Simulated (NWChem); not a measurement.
Species: SiH$_{2}$, singlet; SMILES [SiH2]

```xyz
3

Si     0.0000     0.0000     0.1809
H      1.0934     0.0000    -0.8898
H     -1.0934     0.0000    -0.8898
```
Atoms are numbered in this order, from 1.

Low-valent species are run as closed-shell singlets; no triplet was tried in these runs. The geometry was optimised at B3LYP/6-31G* (spherical d). B3LYP is NWChem's, with the RPA form of VWN correlation.

Problem. Split the isotropic spin-spin couplings (Hz) from B3LYP/pcJ-1 (NWChem) into Fermi-contact, spin-dipolar, paramagnetic and diamagnetic spin-orbit terms, for the pairs 1–3, 2–3.

Solution. 
```tsv
pair	FC	SD	PSO	DSO	total
29Si(1)–1H(3)	-27.42	2.97	6.92	0.05	-17.48
1H(2)–1H(3)	-4.90	0.07	0.18	-0.85	-5.50
```
